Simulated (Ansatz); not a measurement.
Results of B3LYP (VWN-RPA form) in Ansatz (PAW) for rhombohedral A7 Bi.

Numerical settings: plane-wave cutoff 460 eV, 8×8×8 k mesh, Fermi–Dirac smearing 0.05 eV, scalar-relativistic PAW data made under PBE.

Computed at the level's own relaxed cell.

Problem. Estimate the lattice constant a and lattice parameter c that the calculation returns.

Solution. 
- lattice constant a: 4.540 Å
- lattice parameter c: 13.997 Å

Measured, for comparison: lattice constant a 4.533 Å, lattice parameter c 11.796 Å (low temperature, zero-point motion not removed, hexagonal setting; as tabulated in Arnaud et al. (2016), arXiv:1602.08959). Computed (rounded) less measured: lattice constant a +0.2 %, lattice parameter c +18.7 %.

Note: the cell comes from a level without a dispersion term, which matters for the spacing of layers, chains or molecules.

Spin–orbit coupling is not included; it can shift volumes and moduli of such heavy elements.

Cost on a shared machine: very roughly 3 core-hours.

Ansatz is a first-principles code.
